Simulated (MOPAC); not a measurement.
MOPAC input (PM7):

```
PM7 FORCE THERMO(298,298) PRECISE LET GEO-OK AUX(PRECISION=9) THREADS=1
C3H8

C    -0.00142224 1   -0.00341639 1    0.59943130 1
C     0.00266887 1    1.26318892 1   -0.25770697 1
C    -0.00141245 1   -1.26016687 1   -0.27211060 1
H    -0.88604661 1   -0.00578147 1    1.26451608 1
H     0.88002766 1   -0.00866216 1    1.26869427 1
H     0.00267001 1    2.16487448 1    0.36398062 1
H    -0.00434033 1   -2.16889156 1    0.33925809 1
H     0.88740672 1    1.30568382 1   -0.90251255 1
H    -0.87886007 1    1.30856483 1   -0.90669111 1
H    -0.88307003 1   -1.29528432 1   -0.92154597 1
H     0.88319209 1   -1.29816520 1   -0.91736701 1
```

**Question.** Which zero-point energy does it print?

**Answer.** 59.47 kcal/mol, from the harmonic wavenumbers of PM7.
